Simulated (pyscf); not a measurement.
Single points on ωB97X-D3(BJ)/def2-SVP structures (PySCF, gas phase).

Question: How much does it cost (ΔH, 298 K, ωB97M-D3(BJ)/def2-TZVP) to split `[OH][Ga]([OH])[CH2][SiH3]` at its C–Si bond into •H₂C–Ga(OH)–OH + SiH₃•?

Answer: C–Si to •H₂C–Ga(OH)–OH + SiH₃•: 88.2 kcal/mol. The 7 functionals that were run give +80.2 (r²SCAN) to +90.7 kcal/mol (ωB97X-D3(BJ)). The radicals are drawn with the spin at the cut bond; how far it spreads was not checked. HO–Ga(OH)–CH₂–SiH₃ lies 24.4 kcal/mol over its isomer H₃C–Ga(OH)–O–SiH₃ (electronic energy, ωB97M-D3(BJ)). Other isomers of •H₂C–Ga(OH)–OH were not searched in full and may lie lower. Elements up to Kr have no core potential and no relativistic terms here.
